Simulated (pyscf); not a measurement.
Thermochemistry of product channels of H₃C–CH₂–O–Ge(OH)(OH)–OH (SMILES CC[O][Ge]([OH])([OH])[OH]) on the singlet surface, in kcal/mol, from ωB97M-D3(BJ)/def2-TZVP energies (ideal gas, 1 atm, RRHO with modes under 100 cm⁻¹ raised to 100, one conformer, R ln 2 for chiral ones without a mode under 150 cm⁻¹). Structures and frequencies: ωB97X-D3(BJ)/def2-SVP in PySCF.

| products | ΔE | ΔH(298 K) | ΔG(298 K) | ΔG(600 K) |
|---|---|---|---|---|
| H₃C–Ge(OH)(OH)–OH (SMILES [CH3][Ge]([OH])([OH])[OH]) + H₂C=O (SMILES C=O) | +27.5 | +23.6 | +11.2 | -1.4 |
| HO–Ge(OH)(OH)–OH (SMILES [OH][Ge]([OH])([OH])[OH]) + H₂C=CH₂ (SMILES C=C) | +16.2 | +13.1 | +1.8 | -9.6 |

The channel to H₃C–Ge(OH)(OH)–OH + H₂C=O turns favourable between 298 and 1200 K (ΔG from +11.2 kcal/mol to -25.7 kcal/mol).

These are energies of the channels, which say nothing of barriers. Elements up to Kr have no core potential and no relativistic terms here.
